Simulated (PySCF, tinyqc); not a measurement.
Worked calculation: CIS and TDHF on RHF in the sto-3g basis, for BH, spin multiplicity 1. The lowest restricted solution is unstable here: a spin-polarised one lies 0.0072 hartree lower (PySCF). One step of it, computed by the program tinyqc.

Task: CIS matrix, singlets. A(ia,jb) = (e_a - e_i) d_ij d_ab + 2 (ia|jb) - (ij|ab).

orbital energies (hartree): MO1 -7.383789, MO2 -0.465643, MO3 -0.231226, MO4 0.246578, MO5 0.246578, MO6 0.361652

Two-electron integrals over orbitals (pq|rs), unique and non-zero (hartree):
```
(11|11) 2.893142    (21|11) -0.291996   (21|21) 0.046751    (22|11) 0.655990
(22|21) -0.012866   (22|22) 0.471972    (31|11) 0.135804    (31|21) -0.020768
(31|22) 0.010225    (31|31) 0.017743    (32|11) -0.136807   (32|21) 0.007403
(32|22) -0.007722   (32|31) 0.007748    (32|32) 0.116438    (33|11) 0.538564
(33|21) -0.007700   (33|22) 0.427657    (33|31) -0.002404   (33|32) 0.004304
(33|33) 0.467986    (41|41) 0.021589    (42|41) 0.024679    (42|42) 0.090589
(43|41) -0.011450   (43|42) -0.038073   (43|43) 0.031545    (44|11) 0.742019
(44|21) -0.010736   (44|22) 0.485269    (44|31) 0.004675    (44|32) -0.076374
(44|33) 0.414766    (44|44) 0.586773    (51|51) 0.021589    (52|51) 0.024679
(52|52) 0.090589    (53|51) -0.011450   (53|52) -0.038073   (53|53) 0.031545
(54|54) 0.031630    (55|11) 0.742019    (55|21) -0.010736   (55|22) 0.485269
(55|31) 0.004675    (55|32) -0.076374   (55|33) 0.414766    (55|44) 0.523513
(55|55) 0.586773    (61|11) -0.088150   (61|21) 0.015657    (61|22) 0.001611
(61|31) 0.004102    (61|32) 0.016251    (61|33) -0.009667   (61|44) -0.003093
(61|55) -0.003093   (61|61) 0.019621    (62|11) 0.134514    (62|21) -0.003080
(62|22) 0.056205    (62|31) 0.012865    (62|32) -0.008620   (62|33) -0.026145
(62|44) 0.075214    (62|55) 0.075214    (62|61) 0.013411    (62|62) 0.087763
(63|11) 0.183707    (63|21) -0.004113   (63|22) 0.041571    (63|31) -0.003434
(63|32) -0.111828   (63|33) -0.004124   (63|44) 0.103063    (63|55) 0.103063
(63|61) -0.008206   (63|62) 0.055127    (63|63) 0.151855    (64|41) 0.007000
(64|42) 0.026231    (64|43) 0.004868    (64|64) 0.025523    (65|51) 0.007000
(65|52) 0.026231    (65|53) 0.004868    (65|65) 0.025523    (66|11) 0.603365
(66|21) -0.007666   (66|22) 0.467423    (66|31) 0.011113    (66|32) 0.050327
(66|33) 0.465557    (66|44) 0.438016    (66|55) 0.438016    (66|61) 0.007640
(66|62) 0.023977    (66|63) -0.023594   (66|66) 0.527079
```

Give: CIS matrix A, singlet.

Result:

CIS matrix A, singlet (hartree), lower triangle:
```
         1>4      1>5      1>6     2>4     2>5     2>6     3>4     3>5
1>4   6.9315
1>5   0.0000   6.9315
1>6   0.0000   0.0000   7.1813
2>4   0.0601   0.0000   0.0000  0.4081
2>5   0.0000   0.0601   0.0000  0.0000  0.4081
2>6   0.0000   0.0000   0.0345  0.0000  0.0000  0.5354
3>4  -0.0276   0.0000   0.0000  0.0002  0.0000  0.0000  0.1261
3>5   0.0000  -0.0276   0.0000  0.0000  0.0002  0.0000  0.0000  0.1261
3>6   0.0000   0.0000  -0.0275  0.0000  0.0000  0.0599  0.0000  0.0000

        3>6
3>6  0.4310
```
